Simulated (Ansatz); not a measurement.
System: rock-salt HfC. Method: PBEsol+SOC (plane waves, PAW; Ansatz, an electronic-structure program).

Numerical settings: plane-wave cutoff 520 eV, 24×24×24 k mesh, Fermi–Dirac smearing 0.062 eV (set by the program), PAW data made under PBE.

Computed at the level's own relaxed cell.

```
HfC
1.0
    0.00000     2.30120     2.30120
    2.30120     0.00000     2.30120
    2.30120     2.30120     0.00000
Hf C
1 1
Direct
  0.00000   0.00000   0.00000
  0.50000   0.50000   0.50000
```

Problem. Give the elastic tensor (Voigt notation, GPa, ions relaxed, in the Cartesian axes of the cell as printed).

Solution. 
```
  538.9   103.3   103.3     0.0     0.0     0.0
  103.3   538.9   103.3     0.0     0.0     0.0
  103.3   103.3   538.9     0.0     0.0     0.0
    0.0     0.0     0.0   175.5     0.0     0.0
    0.0     0.0     0.0     0.0   175.5     0.0
    0.0     0.0     0.0     0.0     0.0   175.5
```

Measured, for comparison: elastic constant C11 500 GPa, elastic constant C44 180 GPa (temperature not stated, not corrected to a static lattice; as tabulated in Wu et al. (2005), arXiv:cond-mat/0412374). Computed (rounded) less measured: elastic constant C11 +8 %, elastic constant C44 -2 %. A static lattice is as a rule a little smaller and stiffer than an uncorrected measurement, which narrows the difference in the elastic constant C11 and would widen misses of the other sign.

Computed values are for the static lattice.
